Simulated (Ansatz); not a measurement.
Two isomers of C3H6O2: A = `C=C(O)CO`, B = `CO/C=C/O`.

Program: Ansatz. Geometries: PBE0-D4/def2-TZVP. ΔE: electronic, gas phase. CBS: MP2 limit from def2 TZ/QZ plus the TZ coupled-cluster correction, frozen cores. Functionals use def2-TZVPP. B3LYP here is the variant with VWN-RPA as its local correlation; programs differ in this. Each species was taken in one conformer, which may not be the lowest.

Task: Which is lower in electronic energy at CCSD(T)/CBS, and by how much? (An estimate is asked.)

Result: Ansatz gave: A, by 69.2 kJ/mol.

Task: Give E(B) − E(A) in kJ/mol with r2SCAN-D4, PBE-D4, B3LYP, HF/def2-TZVPP, CCSD(T)/def2-TZVPP, PBE0-D4, ωB97M-V. (Estimate.)

Result: Computed: r2SCAN-D4 65.8, PBE-D4 62.7, B3LYP 59.8, HF/def2-TZVPP 62.3, CCSD(T)/def2-TZVPP 67.9, PBE0-D4 65.8, ωB97M-V 67.2. None reverses the order clearly.

Largest T1 diagnostic: 0.012.

From PBE to PBE0 (25 % exact exchange), in def2-TZVPP and without D4, E(B) − E(A) moves by +3.4 kJ/mol. In def2-TZVPP, CCSD(T) changes the Hartree–Fock value by +5.6 kJ/mol (the triples alone add +0.1 kJ/mol) and MP2 by +9.6 kJ/mol.
